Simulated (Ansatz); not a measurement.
A calculation with Ansatz (development build ahead of 0.2.0).

```yaml
crystal:
  periodic: [false, false, false]
  atoms:
    - { symbol: Si, position_ang: [0.0, 0.0, 0.0] }
    - { symbol: Na, position_ang: [0.0, 5.7933, 3.3448] }
    - { symbol: Na, position_ang: [0.0, -5.7933, 3.3448] }
basis:
  gaussian: { orbitals: pcseg-2 }
magnetization:
  initial_magnetization: 2
hamiltonian:
  xc: r2scan
```

The input is written out in the form of the current development build from the run's settings.

Results

```yaml
Converged: yes
Total_energy: -613.82537 hartree
Spin_squared_of_the_determinant: 2.000
Stability_test: minimum among restricted orbitals
```

Caution: stretched shape with no unrestricted run beside it, a lower state can exist; charge can spread falsely over distant fragments; other spin multiplicities may lie lower.
